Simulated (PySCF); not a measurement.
## PH: frontier orbitals

revPBE at R = 1.438 Å; PySCF, no relativity, basis sets P def2-SVP, H def2-SVP. State: ³Σ⁻ (triplet), unpaired electrons π ↑↑. Only the outer orbitals are listed, counted within each symmetry.

```tsv
spin	orbital	occ.	ε (eV)	on P (%)	main shells (%)
α	4σ	1	-15.16	87	84 P s, 13 H s
α	5σ	1	-8.31	67	50 P p, 33 H s, 15 P s
α	2π	1	-5.98	100	100 P p
α	2π	1	-5.98	100	100 P p
α	6σ	0	0.45	40	60 H s, 39 P p
α	7σ	0	5.76	101	90 P s
α	8σ	0	8.84	39	61 H s, 18 P d, 16 P s
β	4σ	1	-13.60	76	72 P s, 23 H s
β	5σ	1	-7.68	70	47 P p, 30 H s, 22 P s
β	2π	0	-3.59	100	100 P p
β	2π	0	-3.59	100	100 P p
β	6σ	0	1.09	44	56 H s, 40 P p
```

Question: Which are the highest filled and the lowest empty level, where do they sit, and how wide is the gap?

Answer: Highest filled α 2π at -5.98 eV (in %: 100 P p); lowest empty β 2π at -3.59 eV (in %: 100 P p); the gap at revPBE is 2.39 eV. Both belong to one degenerate shell, split only by its one-sided filling, so this is no excitation gap.

```json
{"bond order (Mayer)": "0.95", "⟨S²⟩": "2.006", "charge on P (Mulliken, basis-dependent)": "0.01", "charge on P (Löwdin, basis-dependent)": "0.07", "dipole moment (positive dipole means P(−)H(+))": "0.60 D"}
```

Shares are Mulliken populations and can fall outside 0 to 100 %.

The state is the lowest determinant that a PBE0 search found; another state may lie lower at other levels.
